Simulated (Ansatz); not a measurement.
Z-matrix (Å, degrees):
```
C
C 1 1.457
H 1 1.095 2 109.4
H 1 1.094 2 110.7 3 117.9
H 1 1.091 2 111.2 3 -120.9
C 2 1.272 1 158.5 3 116.6
N 2 1.499 1 135.6 3 -49.1
H 6 1.074 2 156.8 1 -3.4
H 7 1.025 2 107.9 1 -87.2
```

The species carries charge 0 and has multiplicity 1.

(1) List the r2SCAN/def2-TZVPP orbital energies in eV (Ansatz 0.2.0). (Best estimate.)

## Answers

(1) Computed: Occupied: -385.12, -274.21, -273.79, -273.63, -24.97, -19.71, -16.77, -14.19, -12.38, -11.50, -11.11, -9.93, -8.09, -7.78, -4.65. Lowest empty: -0.52, 1.32, 1.99, 2.49, 2.69, 3.44, 3.51, 4.15.
